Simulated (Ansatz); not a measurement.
# Cr2B: computed properties

All numbers below come from DFT r2SCAN, scalar-relativistic, plane waves, PAW (Ansatz 0.2.0).

Plane waves to 500 eV, a k mesh through Γ of 12×12×12 on the computed 6-atom cell and Gaussian smearing (0.10 eV); no spin polarisation.

The structure is relaxed at this level of theory with its symmetry kept. Whether it is the stable form of this composition wasn't checked.

```cif
data_structure
_symmetry_space_group_name_H-M 'I4/mcm'
_symmetry_Int_Tables_number 140
_cell_length_a 5.1090
_cell_length_b 5.1090
_cell_length_c 4.2440
_cell_angle_alpha 90.000
_cell_angle_beta 90.000
_cell_angle_gamma 90.000
_cell_volume 110.78
loop_
_atom_site_label
_atom_site_type_symbol
_atom_site_symmetry_multiplicity
_atom_site_Wyckoff_symbol
_atom_site_fract_x
_atom_site_fract_y
_atom_site_fract_z
_atom_site_occupancy
Cr1 Cr 8 h 0.16604 0.66604 0.00000 1
B1 B 4 a 0.00000 0.00000 0.25000 1
```

| Item | Value |
| --- | --- |
| Space group | I4/mcm (No. 140) |
| Volume per atom | 9.23 Å³ |
| Formation energy from the elements' standard states (uncorrected) | -0.217 eV/atom |
| Generalised Kohn–Sham band gap | none (metal) |
| Density of states at the Fermi level | 4.14 states/eV per cell |
| Löwdin character within 0.5 eV of the Fermi level | Cr 3d 93 % |
| Bulk modulus | 313 GPa |
| Its pressure derivative | 4.1 |
| Bader charges (e) | Cr (4 in the cell) 0.55, B (2 in the cell) -1.11 |

A ferromagnetic start lost its moments in a first run, so spin was left out; other magnetic orders weren't tried.